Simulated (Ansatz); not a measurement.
CH3ClMg, SMILES [CH3][Mg][Cl], a relaxed scan of one distance

Computed with Ansatz 0.2.0 through its Python package.

The script reads `ch3clmg.xyz`:
```text
6

C    -0.58300    0.48690   -0.42980
Mg    0.81300   -0.72000    0.57480
Cl    2.37180   -2.08490    1.67710
H    -1.41240   -0.08030   -0.77970
H    -0.15230    1.00160   -1.34000
H    -0.99510    1.33280    0.25140
```

Script `relaxed_scan.py`:
```python
'''Relaxed scan of one distance in CH3ClMg.'''

import ansatz as az
import numpy as np

BASIS_SET = 'def2-SVP'
XC = 'hf'

system = az.Crystal.molecule_from_extxyz('ch3clmg.xyz')

setup = (
    system.calculation()
    .basis(gaussian=BASIS_SET)
    .functional(XC)
)
symbols = [site.symbol for site in system.cartesian_sites]
pairs = [(0, 1), (0, 3), (0, 4), (0, 5), (1, 2)]
print('held (A)   E (eV)        ', '  '.join(f'{symbols[i]}{i}-{symbols[j]}{j}' for i, j in pairs))
for length in [1.07, 1.16, 1.25, 1.39, 1.57]:
    summary = setup.relax(constraints=[az.DistanceConstraint((0, 5), at=length)], force_tolerance=0.02, max_steps=60).run(threads=1).report
    xyz = np.array(summary['positions_ang'])
    print(f'{length:6.2f} {summary["free_energy_ev"]:14.5f}  ', '  '.join(f'{np.linalg.norm(xyz[i] - xyz[j]):.3f}' for i, j in pairs))
```

```console
$ python relaxed_scan.py
held (A)   E (eV)         C0-Mg1  C0-H3  C0-H4  C0-H5  Mg1-Cl2
DeckWarning: relax.constraints: the input's atoms, or those drawn, lie off the distances that are held; a relaxation that starts there is brought onto them ahead of its first SCF, by positions alone, an atom by 4.58e-2 Å at the most. With the symmetry detection on, the symmetry is detected on the input's atoms as so [...]
  1.07   -19008.58871   2.100  1.095  1.095  1.070  2.218
  1.16   -19008.53460   2.097  1.094  1.094  1.160  2.218
  1.25   -19008.28747   2.094  1.094  1.094  1.250  2.217
  1.39   -19007.71665   2.085  1.092  1.092  1.390  2.216
  1.57   -19006.90404   2.066  1.090  1.090  1.570  2.214
```
(Warnings from the package without file and line, shortened, repeats left out.)

Total energies depend on the basis set; only differences at equal settings carry meaning. The energies are electronic: no zero-point or thermal terms, and the basis set is short of its limit. Hardware and time: 23 s on 1 thread of Arm Neoverse V1 (shared host), peak memory 0.19 GiB.
